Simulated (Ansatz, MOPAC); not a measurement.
Process, species as SMILES: N[Si](O)(N)N → N[Si](N)N + [OH] (HO) (the O-Si bond breaks)

Quantity: bond dissociation energy (enthalpy at 298 K), in kcal/mol. Conventions: valence correlation only; dispersion terms only where a functional's name holds one; six Cartesian d functions in 6-31G* and its kin unless marked 5d; no spin-orbit coupling; UHF or UKS for open shells; non-relativistic. Basis-set limits of correlation are two-point, X^-3; Hartree-Fock from the larger set. Ab initio and DFT rows: single points at B3LYP-D3(BJ) geometries (Ansatz, an electronic-structure program), with unscaled harmonic terms from B3LYP/6-31G* (Ansatz) at its own minima. Semi-empirical rows: MOPAC heats of formation at their own minima for 298 K.

Coupled cluster (Ansatz) is a level with limits of its own, used here on species with T1 under 0.025 (0.045 for open shells) and stable references: CCSD(T)/CBS(aug-cc-pV(T+d)Z,aug-cc-pV(Q+d)Z).

Value to compare with, CCSD(T)/CBS(aug-cc-pV(T+d)Z,aug-cc-pV(Q+d)Z) (Ansatz): 137.9 kcal/mol.

```
level               program  bond dissociation energy (enthalpy at 298 K) (kcal/mol)  difference
------------------  -------  -------------------------------------------------------  ----------
PM3                   MOPAC                                                    101.0       -36.9
PBE/3-21G            Ansatz                                                    126.5       -11.4
PBE/6-31G*           Ansatz                                                    127.1       -10.8
PBE/def2-SVP         Ansatz                                                    128.0        -9.9
B3LYP/STO-3G         Ansatz                                                    110.4       -27.5
B3LYP/3-21G          Ansatz                                                    125.2       -12.7
B3LYP/6-31G*         Ansatz                                                    126.1       -11.8
B3LYP/6-31+G*        Ansatz                                                    122.1       -15.8
B3LYP/6-31G**        Ansatz                                                    127.1       -10.8
MP2/3-21G            Ansatz                                                    127.0       -10.9
B3LYP/def2-TZVPD     Ansatz                                                    127.2       -10.7
wB97X-V/def2-TZVPD   Ansatz                                                    134.3        -3.6
```

Among the 10 habitual levels, PM3 lies farthest from CCSD(T)/CBS(aug-cc-pV(T+d)Z,aug-cc-pV(Q+d)Z) (Ansatz) (-36.9 kcal/mol) and PBE/def2-SVP nearest (-9.9); 0 of 10 lie above it, and their mean absolute difference is 15.8 kcal/mol, the median 11.6. One case shows no general order.

The levels are drawn from those run, B3LYP/6-31G* more often than the rest, none by its result; left out are runs that failed, that the program found above a lower state of the same kind, or whose <S^2> lies over 0.5 above the pure value.
